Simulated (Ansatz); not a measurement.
Litharge SnO was calculated with HSE06 (plane waves, PAW; Ansatz, a first-principles code).

Run with plane-wave cutoff 460 eV, 8×8×6 k mesh (along the axes of the cell as run), Fermi–Dirac smearing 0.01 eV, scalar-relativistic PAW data made under PBE.

Computed at the level's own relaxed cell.

### Question
Give the computed lattice constant a, c axis length, band gap and smallest direct gap on the k points sampled.

### Answer

* **lattice constant a**: 3.799 Å
* **c axis length**: 5.014 Å
* **band gap**: 0.73 eV
* **smallest direct gap on the k points sampled**: 2.69 eV

Measured, for comparison: lattice constant a 3.801 Å, lattice parameter c 4.835 Å (temperature not stated, not corrected to a static lattice; as tabulated in Electronic properties of the Sn1−xPbxO alloy and band alignment of the SnO/PbO …). Computed (rounded) less measured: lattice constant a -0.1 %, lattice parameter c +3.7 %.

Note: the cell comes from a level without a dispersion term, which matters for the spacing of layers, chains or molecules; the cell has widely spaced layers and the level no dispersion term, so their spacing and the moduli can rest on weak binding.

Spin–orbit coupling is not included.

The computed numbers hold no vibrational or temperature effects.

Cost on a shared machine: very roughly 110 core-minutes.
